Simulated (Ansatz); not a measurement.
# How far each method lies from full CI for B₂H⁺, triplet

Geometry: that of the B2H, doublet, kept fixed.

```yaml
atoms:
  - { symbol: B, position_ang: [0.0000, 0.0000, 0.1151] }
  - { symbol: B, position_ang: [0.0000, 0.0000, -1.4076] }
  - { symbol: H, position_ang: [0.0000, 0.0000, 1.2925] }
```

Basis 6-31G; Ansatz 0.2.0. Only valence electrons are correlated (noble-gas cores frozen), which leaves 6 electrons in 18 orbitals. R marks a restricted (for open shells ROHF) determinant, U an unrestricted one. Active spaces: valence = (6e, 9o) chosen from the atoms' valence shells.

Full CI is exact within this basis and frozen core; it isn't the basis-set limit. The frozen core follows each run's orbitals, which can shift R against U totals by a few meV.

For open shells CISD and CISDTQ are restricted-active-space CI with the open shells as a complete middle space.

- UHF ⟨S²⟩: 2.001
- T1 diagnostic (RCCSD): 0.0179
- largest doubles amplitude (RCCSD): 0.071
- T1 diagnostic (UCCSD): 0.0156

```csv
level,E − E(RHF) (eV)
UHF,-0.0103
RMP2,-1.3200
UMP2,-1.3244
RCCSD,-1.8614
UCCSD,-1.8620
RCCSD(T),-1.8950
UCCSD(T),-1.8954
```

Estimate how far full CI in 6-31G lies from RCCSD(T). The table doesn't fix it; the size of (T) and the diagnostics are the guide.

Full CI in 6-31G lies 1.7 kJ/mol below RCCSD(T), which is 51 % of the (T) step (-3.3 kJ/mol). The diagnostics give no warning, yet the rest is a sizeable part of (T).

The other levels:

```json
{"level": "CISD", "E − E(full CI) (kJ/mol)": "8.6", "share of correlation (%)": "95.36", "wall time": "0.54 s"}
{"level": "BCCD(T)", "E − E(full CI) (kJ/mol)": "1.6", "share of correlation (%)": "99.13", "wall time": "0.39 s"}
{"level": "RCCSDT", "E − E(full CI) (kJ/mol)": "0.2", "share of correlation (%)": "99.91", "wall time": "–"}
{"level": "UCCSDT", "E − E(full CI) (kJ/mol)": "0.1", "share of correlation (%)": "99.92", "wall time": "–"}
{"level": "CISDTQ", "E − E(full CI) (kJ/mol)": "0.1", "share of correlation (%)": "99.95", "wall time": "1 s"}
{"level": "RCCSDT(Q)", "E − E(full CI) (kJ/mol)": "0.1", "share of correlation (%)": "99.97", "wall time": "1.4 s"}
{"level": "UCCSDT(Q)", "E − E(full CI) (kJ/mol)": "0.0", "share of correlation (%)": "99.98", "wall time": "1.3 s"}
{"level": "RCCSDTQ", "E − E(full CI) (kJ/mol)": "0.0", "share of correlation (%)": "99.99", "wall time": "7 s"}
{"level": "UCCSDTQ", "E − E(full CI) (kJ/mol)": "0.0", "share of correlation (%)": "100.00", "wall time": "7 s"}
{"level": "CASSCF (valence space)", "E − E(full CI) (kJ/mol)": "38.3", "share of correlation (%)": "79.24", "wall time": "–"}
{"level": "NEVPT2 (valence space)", "E − E(full CI) (kJ/mol)": "11.5", "share of correlation (%)": "93.77", "wall time": "2.1 s"}
{"level": "MRCISD (valence space)", "E − E(full CI) (kJ/mol)": "0.5", "share of correlation (%)": "99.71", "wall time": "–"}
{"level": "MRCISD+Q (valence space)", "E − E(full CI) (kJ/mol)": "0.2", "share of correlation (%)": "99.89", "wall time": "3.2 s"}
```

The correlation energy at full CI, counted from RHF, is -1.912 eV. That run took 1.1 s on 1 thread of Arm Neoverse V2, shared host over 166,400 determinants.

Times hold each run's SCF and search for its determinant on a shared host, so for small cases they say little of a method's own cost; they ran on 1 thread of Arm Neoverse V2.

The full-CI state has the irrep B1 of C2v, in the program's axes (one component, if the state is degenerate).

Natural occupations of full CI about the gap: 1.965 1.953 0.991 0.987 0.023 0.023 0.023 0.012 0.009 0.004; effectively unpaired electrons, Σ n²(2−n)², 2.02.
